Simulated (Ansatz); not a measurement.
Reaction: CH2ClF (chloro(fluoro)methane, SMILES ClCF) → CH2F (SMILES [CH2]F, doublet) + Cl (doublet) (the C-Cl bond breaks)
Each species at its own B3LYP-D3(BJ)/def2-TZVP minimum (Ansatz, an electronic-structure program).

Total energies in hartree (Ansatz). UHF or UKS for unpaired electrons; spin-orbit terms are left out. Cores are frozen in correlated methods. No relativity.

```csv
species,HF/cc-pV(T+d)Z,CCSD(T)/cc-pV(T+d)Z,HF/cc-pV(Q+d)Z,CCSD(T)/cc-pV(Q+d)Z,CCSD(T)/cc-pV(D+d)Z,CCSDT(Q)/cc-pV(D+d)Z
"1: CH2ClF (chloro(fluoro)methane, SMILES FCCl)",-598.03366,-598.69579,-598.04853,-598.76413,-598.47396,-598.47559
"2: CH2F (SMILES [CH2]F, doublet)",-138.46090,-138.88721,-138.47244,-138.93090,-138.74304,-138.74414
3: Cl (doublet),-459.48556,-459.67356,-459.48916,-459.69449,-459.60403,-459.60445
```

Work out the bond dissociation energy (electronic) in kcal/mol: take Hartree-Fock from cc-pV(Q+d)Z, extrapolate the CCSD(T) correlation energy as X^-3 (X = 3, 4), and add CCSDT(Q) - CCSD(T) in cc-pV(D+d)Z. 1 hartree = 627.51 kcal/mol.


Species 1: correlation (64·(-0.71560) - 27·(-0.66213))/37 = -0.75462; step -0.00163; E1 = -598.04853 + (-0.75462) + (-0.00163) = -598.80478
Species 2: correlation (64·(-0.45846) - 27·(-0.42631))/37 = -0.48192; step -0.00110; E2 = -138.47244 + (-0.48192) + (-0.00110) = -138.95546
Species 3: correlation (64·(-0.20533) - 27·(-0.18800))/37 = -0.21798; step -0.00042; E3 = -459.48916 + (-0.21798) + (-0.00042) = -459.70756
-1·E1 +1·E2 +1·E3 = 0.14176 hartree = 89.0 kcal/mol.
